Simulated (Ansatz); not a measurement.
The input, for Ansatz 0.2.0:

```yaml
crystal:
  periodic: [false, false, false]
  atoms:
    - {symbol: Ge, position_ang: [0.000000, -0.188786, 1.154883]}
    - {symbol: P, position_ang: [0.000000, 1.063913, -0.884682]}
    - {symbol: P, position_ang: [0.000000, -0.659193, -1.889534]}
    - {symbol: H, position_ang: [0.000000, 1.168412, 2.021166]}
basis:
  gaussian: {orbitals: cc-pVDZ}
total_charge: 1
magnetization: {spin_polarized: false, initial_magnetization: 2}
correlation: {active_space: {ras: {orbitals: [6, 2, 36], electrons: 14, max_holes: 2, max_particles: 2}, fixed_orbitals: true}}
accuracy: high
```

```sh
$ ansatz run in.yaml --threads 1 --pin off --events-out ev --progress --plain --max-ram 2393MiB
```

Log:

```
1440 factors; integrals over basis functions are off by at most 4.4e-9 eV
mean field evaluation 1: about -75020.9465 eV, gradient 1.6e1 eV
mean field evaluation 2: about -75020.9642 eV, gradient 1.6e1 eV
mean field evaluation 4: about -75022.7082 eV, gradient 2.5e0 eV
mean field evaluation 8: about -75022.8878 eV, gradient 1.9e-1 eV
mean field evaluation 16: about -75022.8896 eV, gradient 1.7e-8 eV
mean field evaluation 32: about -75020.1140 eV, gradient 5.4e0 eV
mean field evaluation 64: about -75022.5029 eV, gradient 1.6e-2 eV
mean field evaluation 96: about -75019.8497 eV, gradient 5.6e0 eV
mean field evaluation 128: about -75022.0698 eV, gradient 2.1e0 eV
mean field -75022.88964077 eV, -2757.0403419574 hartree, gradient 1.8e-8 eV, S^2 2.000000; 12 other end points of the search recorded, 0 dependent functions left out
reference -75022.88964077 eV, -2757.0403419574 hartree; 32, 30 occupied and 36, 38 virtual orbitals, 1440 factors
state -75030.32365620 eV, -2757.3135369852 hartree
Total energy: -75030.32365620 eV, -2757.3135369852 hartree
```

Ran on 1 thread of Arm Neoverse V1, shared host: 21 s wall, 0.21 GiB peak host memory.
